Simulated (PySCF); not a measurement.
# SMILES C(CC)CCS, C5H12S

Geometry:
| atom | x (Å) | y (Å) | z (Å) |
| --- | --- | --- | --- |
| C1 | -2.845 | 0.273 | 0.239 |
| C2 | -1.462 | 0.611 | -0.294 |
| C3 | -0.380 | -0.349 | 0.182 |
| C4 | 1.007 | -0.011 | -0.350 |
| C5 | 2.080 | -0.967 | 0.142 |
| S6 | 3.741 | -0.647 | -0.526 |
| H7 | -3.605 | 0.983 | -0.122 |
| H8 | -2.866 | 0.295 | 1.340 |
| H9 | -3.159 | -0.736 | -0.075 |
| H10 | -1.190 | 1.639 | 0.003 |
| H11 | -1.480 | 0.616 | -1.398 |
| H12 | -0.360 | -0.357 | 1.287 |
| H13 | -0.646 | -1.378 | -0.119 |
| H14 | 1.002 | -0.014 | -1.453 |
| H15 | 1.274 | 1.019 | -0.053 |
| H16 | 1.855 | -1.997 | -0.179 |
| H17 | 2.123 | -0.985 | 1.242 |
| H18 | 3.891 | 0.581 | 0.016 |

Theory: TDDFT CAM-B3LYP/aug-cc-pVDZ excited states, vertical, gas phase (PySCF). Geometry: PBE0-D3(BJ)/def2-SVP.

Problem. How strongly do the lowest singlets absorb one photon, and two photons of half the energy?

Solution. δ for parallel linear polarisation; σ at the peak of a Lorentzian of half width 0.1 eV, single beam; Ω is circular over linear.
| state | E (eV) | f | photon λ (nm) | δ (au) | σ (GM) | Ω | main |
| --- | --- | --- | --- | --- | --- | --- | --- |
| S1 | 5.33 | 0.011 | 465 | 6.84 | 0.07 | 1.37 | HOMO→LUMO 0.42, HOMO→LUMO+1 0.22 |
| S2 | 6.03 | 0.023 | 411 | 76.5 | 1.02 | 1.38 | HOMO→LUMO+4 0.32, HOMO→LUMO+8 0.18 |
| S3 | 6.56 | 0.012 | 378 | 64.4 | 1.02 | 1.47 | HOMO→LUMO+2 0.32, HOMO→LUMO+3 0.15 |
| S4 | 6.73 | 0.017 | 368 | 174 | 2.88 | 0.67 | HOMO→LUMO+3 0.50, HOMO→LUMO+6 0.16 |
| S5 | 6.89 | 0.000 | 360 | 112 | 1.95 | 0.31 | HOMO→LUMO 0.34, HOMO→LUMO+4 0.16 |
| S6 | 7.40 | 0.030 | 335 | 28.1 | 0.56 | 0.29 | HOMO→LUMO+1 0.23, HOMO→LUMO+9 0.21 |

Among these, the strongest one-photon state is S6, the strongest two-photon state S4, with a dipole change of 6.8 D (relaxed, norm of the difference vector).
